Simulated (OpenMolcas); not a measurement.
# How basis sets differ on BSiH5F− (SMILES F[BH2-][SiH3])

The species is BSiH5F− (8 atoms), meant as a singlet with charge -1. SMILES: `F[BH2-][SiH3]`. The coordinates come from a GFN2-xTB relaxation.

```xyz
8

F     0.0000    0.0000    0.0000
B     0.0000    0.0000    1.4598
Si    1.8565    0.0000    2.1618
H    -0.6196   -0.9982    1.8148
H    -0.6203    0.9981    1.8151
H     2.7700   -1.1347    1.8353
H     2.0128    0.0057    3.6501
H     2.7710    1.1303    1.8242
```

Each level gives the HOMO–LUMO gap (eV). The values are calculated.

```json
{"level": "HF/ANO-XS-MB (DKH2)", "kind": "Hartree–Fock", "program": "OpenMolcas", "value (eV)": "17.31", "CPU time": "1.6 s"}
{"level": "HF/STO-3G", "kind": "Hartree–Fock", "program": "OpenMolcas", "value (eV)": "20.26", "CPU time": "1.9 s"}
{"level": "HF/3-21G", "kind": "Hartree–Fock", "program": "OpenMolcas", "value (eV)": "14.43", "CPU time": "2.2 s"}
{"level": "HF/def2-SVP", "kind": "Hartree–Fock", "program": "OpenMolcas", "value (eV)": "14.37", "CPU time": "4.9 s"}
{"level": "HF/pcseg-1", "kind": "Hartree–Fock", "program": "OpenMolcas", "value (eV)": "13.26", "CPU time": "3.8 s"}
{"level": "HF/6-311+G**", "kind": "Hartree–Fock", "program": "OpenMolcas", "value (eV)": "9.83", "CPU time": "14 s"}
```

Sets without diffuse functions describe the anion poorly. The values span 9.83 to 20.26 eV. A Hartree–Fock LUMO above zero doesn't converge with the basis: it sinks as sets grow more diffuse. Orbital gaps aren't excitation energies. Times are those of the runs behind each value, whatever else they computed, on shared processors of several kinds: orders of magnitude only.
